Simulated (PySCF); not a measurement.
Atoms are numbered as in `[CH3:1][C:2](=[O:3])[O:4][CH:5]=[O:6]`; H(Xn) means a hydrogen on atom n.

Geometry: PBE0-D3(BJ)/def2-SVP; GIAO shifts from PySCF, gas phase, non-relativistic, averaged over equivalent atoms.

At PBE0/pcSseg-1 (122 basis functions, 11 s wall time on 1 thread of an Arm Neoverse V1, shared host):
```csv
atoms,δ (ppm)
C2,168.6
C5,158.3
C1,23.1
O3,508.9
O6,499.7
O4,326.1
H(C5),7.73
H(C1),2.10
```

Referencing at the same level of theory: TMS for 13C (σref 184.41) and 1H (σref 31.27); H2O for 17O (σref 334.56).

What do these become at CAM-B3LYP/pcSseg-2?

Results:


```csv
atoms,δ at CAM-B3LYP/pcSseg-2,change
C2,176.5,+7.9
C5,164.5,+6.2
C1,23.5,+0.4
O3,499.5,-9.4
O6,493.1,-6.6
O4,318.8,-7.3
H(C5),7.91,+0.18
H(C1),2.08,-0.02
```

Shifts are taken against calculated references (same method and geometry level): TMS for 13C (σ = 182.55 ppm) and 1H (σ = 31.34 ppm); H2O for 17O (σ = 329.76 ppm).

The largest change is at O3 (ester carbonyl oxygen). Cost: 272 basis functions, 37 s wall time on 1 thread of an Arm Neoverse V1, shared host. The order of the carbon signals is the same at both levels.

Unscaled 17O shifts of doubly bonded oxygen tend to come out too high, by tens of ppm or more. Experimental scales use liquid or dissolved standards, which lie at an offset from isolated H2O (liquid H2O: subtract about 36 ppm).
